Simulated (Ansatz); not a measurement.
C3H4, SMILES `C=C=C`: measurement beside calculation (Ansatz, PBE0-D4/def2-TZVP geometry).

```xyz
7

C     1.1974   -0.4935    0.1034
C     0.0001    0.0000    0.0000
C    -1.1974    0.4936   -0.1035
H     1.9974    0.0685    0.5737
H     1.4317   -1.4822   -0.2773
H    -1.4912    1.0764   -0.9702
H    -1.9380    0.3371    0.6738
```

Measured: 28.5 eV (ionisation energy: lowest vertical double ionisation energy (neutral to dication), first band maximum, electron-electron coincidence, 40.8 and 100 eV photons). Source: Single photon double and triple ionisation of allene, 2021 (arxiv:2108.12671).

| level | vertical IE (eV) | minus measured (eV) |
| --- | --- | --- |
| PBE-D4/def2-TZVPP | 10.05 | -18.45 |
| r2SCAN-D4/def2-TZVPP | 9.98 | -18.52 |
| PBE0-D4/def2-TZVPP | 10.06 | -18.44 |
| B3LYP-D4/def2-TZVPP | 10.11 | -18.39 |
| ωB97X-V/def2-TZVPP | 10.09 | -18.41 |
| ωB97M-V/def2-TZVPP | 10.09 | -18.41 |
| B2PLYP/def2-TZVPP | 10.12 | -18.38 |
| HF/def2-TZVPP | 8.72 | -19.78 |
| MP2/def2-TZVPP | 10.44 | -18.06 |
| CCSD/def2-TZVPP | 10.12 | -18.38 |
| CCSD(T)/def2-TZVPP | 10.24 | -18.26 |
| HF/def2-QZVPP | 8.72 | -19.78 |
| MP2/def2-QZVPP | 10.50 | -18.00 |
| HF/CBS(def2) | 8.72 | -19.78 |
| MP2/CBS(def2) | 10.55 | -17.95 |
| CCSD/CBS(def2) | 10.23 | -18.27 |
| CCSD(T)/CBS(def2) | 10.35 | -18.15 |
| −ε(HOMO), LDA (SPW92) | 6.70 | -21.80 |
| −ε(HOMO), PBE | 6.55 | -21.95 |
| −ε(HOMO), revPBE | 6.50 | -22.00 |
| −ε(HOMO), BLYP | 6.40 | -22.10 |
| −ε(HOMO), r2SCAN | 6.76 | -21.74 |
| −ε(HOMO), B97M-V | 6.76 | -21.74 |
| −ε(HOMO), PBE0 | 7.73 | -20.77 |
| −ε(HOMO), B3LYP | 7.50 | -21.00 |
| −ε(HOMO), r2SCANh | 7.20 | -21.30 |
| −ε(HOMO), r2SCAN0 | 7.87 | -20.63 |
| −ε(HOMO), HSE06 | 7.33 | -21.17 |
| −ε(HOMO), BHLYP | 8.76 | -19.74 |
| −ε(HOMO), CAM-B3LYP | 9.09 | -19.41 |
| −ε(HOMO), LC-ωPBE | 10.50 | -18.00 |
| −ε(HOMO), ωB97X-V | 10.09 | -18.41 |
| −ε(HOMO), ωB97M-V | 9.98 | -18.52 |

Computed values are vertical and leave out zero-point energy and spin–orbit coupling. All levels miss by much here, so the measurement may belong to another conformer or state, or be off; this wasn't checked.

Enthalpy of formation at 298 K: 45.5 kcal/mol (zero for an element's reference state; older measured values of the G2 set, as listed by Staroverov and co-workers, J. Chem. Phys. 119, 12129, 2003). With their computed zero-point and thermal terms and the atoms' enthalpies of Curtiss and co-workers (1997) it gives an electronic atomization energy of 703.3 kcal/mol.

```
             level  atomization (kcal/mol)   error  error per bond
       LDA (SPW92)                   805.1   101.9            17.0
            PBE-D4                   726.2    22.9             3.8
         revPBE-D4                   708.6     5.4             0.9
           BLYP-D4                   709.0     5.8             1.0
         r2SCAN-D4                   707.6     4.4             0.7
            B97M-V                   707.2     3.9             0.7
           PBE0-D4                   711.2     7.9             1.3
          B3LYP-D4                   707.7     4.4             0.7
        r2SCANh-D4                   703.0    -0.3             0.0
        r2SCAN0-D4                   696.3    -7.0            -1.2
          HSE06-D4                   711.9     8.6             1.4
          BHLYP-D4                   684.8   -18.5            -3.1
      CAM-B3LYP-D4                   707.5     4.2             0.7
           ωB97X-V                   701.8    -1.5            -0.2
           ωB97M-V                   705.8     2.6             0.4
            B2PLYP                   700.1    -3.1            -0.5
          PBE-QIDH                   701.7    -1.6            -0.3
               PBE                   724.2    21.0             3.5
            revPBE                   701.6    -1.7            -0.3
              BLYP                   704.6     1.3             0.2
            r2SCAN                   707.2     3.9             0.7
              PBE0                   709.6     6.3             1.1
             B3LYP                   704.6     1.3             0.2
           r2SCANh                   702.5    -0.8            -0.1
           r2SCAN0                   695.8    -7.5            -1.2
             HSE06                   710.4     7.1             1.2
             BHLYP                   682.6   -20.6            -3.4
         CAM-B3LYP                   705.9     2.7             0.4
           LC-ωPBE                   702.1    -1.2            -0.2
     HF/def2-TZVPP                   522.6  -180.6           -30.1
    MP2/def2-TZVPP                   696.3    -7.0            -1.2
SCS-MP2/def2-TZVPP                   692.5   -10.8            -1.8
   CCSD/def2-TZVPP                   674.8   -28.5            -4.7
CCSD(T)/def2-TZVPP                   685.9   -17.3            -2.9
     HF/def2-QZVPP                   523.2  -180.0           -30.0
    MP2/def2-QZVPP                   705.5     2.3             0.4
SCS-MP2/def2-QZVPP                   702.9    -0.3            -0.1
   CCSD/def2-QZVPP                   683.0   -20.3            -3.4
CCSD(T)/def2-QZVPP                   694.9    -8.4            -1.4
      HF/CBS(def2)                   523.3  -179.9           -30.0
     MP2/CBS(def2)                   712.0     8.8             1.5
    CCSD/CBS(def2)                   688.7   -14.5            -2.4
 CCSD(T)/CBS(def2)                   701.1    -2.1            -0.4
```

Functionals use def2-TZVPP; B3LYP here is the variant with VWN-RPA as its local correlation; programs differ in this. The calculations leave out spin–orbit coupling, scalar relativity and, for the correlated methods, core correlation; together these are worth up to about 1 kcal/mol a heavy atom. HSE06 is defined as in plane-wave codes. CBS extrapolates def2-TZVPP and def2-QZVPP. T1 = 0.012.
